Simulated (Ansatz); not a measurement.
A run of Ansatz (development build ahead of 0.2.0) on doublet H2NO2 at this shape:

```xyz
5

N    -0.0188   -0.0766    0.1267
O    -0.2925    1.0193    0.2601
O     3.0525   -0.0092    0.0766
H     3.2375    0.8813    0.3781
H     3.8516   -0.2930   -0.3341
```

Its results:

```json
{
  "Converged": "yes",
  "Total energy": "-205.10512 hartree",
  "Spin squared of the determinant": "0.774",
  "Stability test": "minimum"
}
```

Forces (eV/Å):
```
atom      Fx      Fy      Fz
  N1  -0.660   2.383   0.288
  O2   0.665  -2.415  -0.296
  O3   0.014   0.826   0.328
  H4  -0.155  -0.693  -0.220
  H5   0.136  -0.101  -0.100
```

(1) Which input gives this output? Name the method, the orbitals and the basis set, and write the input.

## Answers

(1) UHF in def2-SVP.

```yaml
crystal:
  periodic: [false, false, false]
  atoms:
    - { symbol: "N", position_ang: [-0.0188, -0.07663, 0.12671] }
    - { symbol: O, position_ang: [-0.29248, 1.01928, 0.26007] }
    - { symbol: O, position_ang: [3.05247, -0.00925, 0.07663] }
    - { symbol: H, position_ang: [3.23751, 0.88127, 0.37807] }
    - { symbol: H, position_ang: [3.85163, -0.29298, -0.33407] }
basis:
  gaussian: { orbitals: def2-SVP }
magnetization:
  spin_polarized: true
  initial_magnetization: 1
hamiltonian:
  xc: hf
output:
  forces: true
```
